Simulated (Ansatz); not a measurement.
**CCSDTQ/STO-3G run of BCl (SMILES [B]Cl)**

Aim: the vertical ionisation energy of BCl at CCSDTQ/STO-3G, from 2 runs. 

The results are computed with Ansatz 0.2.0.

### Step 1. The molecule

BCl: 2 atoms, total charge 0, spin state singlet. SMILES: `[B]Cl`. Geometry: relaxed at GFN2-xTB.

Bond lengths: B1–Cl2 1.579 Å.

### Step 2. A single-point energy at CCSDTQ/STO-3G

File molecule.yaml:

```yaml
crystal:
  periodic: [false, false, false]
  atoms:
    - {symbol: B, position_ang: [0.000000, 0.000000, 0.000000]}
    - {symbol: Cl, position_ang: [0.000000, 0.000000, 1.578530]}
basis:
  gaussian:
    orbitals: STO-3G
accuracy: high
correlation:
  method: ccsdtq
  frozen_orbitals: {B: 1, Cl: 5}
scf:
  omitted_lower_state_checks: [cluster_reference, increment]
```

On the command line:

```
$ ansatz run molecule.yaml --threads 1 --pin off --max-ram 2610MiB --events-out events.jsonl --progress --plain --runs-dir runs
```

The program printed, cut to the lines that bear on the results:

```text
Warning: RAYON_NUM_THREADS=1 ignored (pool sized by the plan → 1); use --threads N
Functional definition: HF
  name "HF"
[...]
224 factors; integrals over basis functions are off by at most 2.2e-8 eV
[...]
mean field -13029.50564165 eV, -478.8255006147 hartree, gradient 7.6e-8 eV, S^2 0.000000; 0 other end points of the search recorded, 0 dependent functions left out; unrestricted orbitals would lower it
6 core orbitals not correlated: weight in the atoms' cores, before any rotation towards them, 1.000 or more for the frozen orbitals, at most 0.000 for the correlated occupied ones
reference -13029.50564165 eV, -478.8255006147 hartree; 5, 5 occupied and 3, 3 virtual orbitals, 224 factors
second order -1.07521158 eV of doubles, -0.00000000 eV of singles
cycle   1  -1.33085480 eV  change   -2.6e-1 eV  update   8.2e-2
[...]
cycle  21  -1.72137096 eV  change  -3.0e-10 eV  update  5.4e-10
Total energy: -13031.22701261 eV, -478.8887598306 hartree
Checks for a lower state left out: cluster_reference, increment
```

Run time: 1.9 s. Hardware: 1 thread of Intel Xeon Platinum 8375C at 2.90GHz (Ice Lake), shared host; peak memory 0.15 GiB.

### Step 3. The doublet cation at the same level

File job.yaml:

```yaml
crystal:
  periodic: [false, false, false]
  atoms:
    - {symbol: B, position_ang: [0.000000, 0.000000, 0.000000]}
    - {symbol: Cl, position_ang: [0.000000, 0.000000, 1.578530]}
basis:
  gaussian:
    orbitals: STO-3G
total_charge: 1
magnetization:
  spin_polarized: true
  initial_magnetization: 1
correlation:
  method: ccsdtq
  frozen_orbitals: {B: 1, Cl: 5}
accuracy: high
scf:
  omitted_lower_state_checks: [cluster_reference, increment]
```

On the command line:

```
$ ansatz run job.yaml --threads 1 --pin off --max-ram 2610MiB --events-out events.jsonl --progress --plain --runs-dir runs
```

The program printed, cut to the lines that bear on the results:

```text
Warning: RAYON_NUM_THREADS=1 ignored (pool sized by the plan → 1); use --threads N
[... 2 set-up lines as earlier in the session ...]
[...]
224 factors; integrals over basis functions are off by at most 2.2e-8 eV
[...]
mean field -13022.70347458 eV, -478.5755255853 hartree, gradient 8.4e-8 eV, S^2 0.765684; 0 other end points of the search recorded, 0 dependent functions left out
6 core orbitals not correlated: weight in the atoms' cores, before any rotation towards them, 1.000 or more for the frozen orbitals, at most 0.000 for the correlated occupied ones
reference -13022.70347458 eV, -478.5755255853 hartree; 5, 4 occupied and 3, 4 virtual orbitals, 224 factors
second order -1.17434179 eV of doubles, -0.00000000 eV of singles
cycle   1  -1.22096990 eV  change   -4.7e-2 eV  update   9.5e-2
[...]
cycle  26  -1.56589968 eV  change  -7.0e-10 eV  update  8.1e-10
Total energy: -13024.26937426 eV, -478.6330713372 hartree
Checks for a lower state left out: cluster_reference, increment
```

It took 19 s on 1 thread of Intel Xeon Platinum 8375C at 2.90GHz (Ice Lake), shared host; peak memory 0.28 GiB.

### Step 4. Outcome

Level: CCSDTQ/STO-3G, 6 core orbitals frozen.

| quantity | value |
| --- | --- |
| singlet BCl: total energy | -478.88876 Eh |
| singlet BCl: correlation energy (6 core orbitals frozen) | -63.3 mEh |
| singlet BCl: T1 diagnostic | 0.013 |
| doublet cation: total energy | -478.63307 Eh |
| doublet cation: correlation energy (6 core orbitals frozen) | -57.5 mEh |
| doublet cation: ⟨S²⟩ of the reference determinant | 0.766 |
| doublet cation: T1 diagnostic | 0.024 |
| vertical ionisation energy (to the doublet cation) | 6.958 eV |

In words: Removing an electron at fixed nuclei costs 6.96 eV (160 kcal/mol). In a minimal basis such a difference can be off by several eV, whatever the method. The restricted solution (singlet BCl) is unstable to spin breaking: an unrestricted one lies lower.
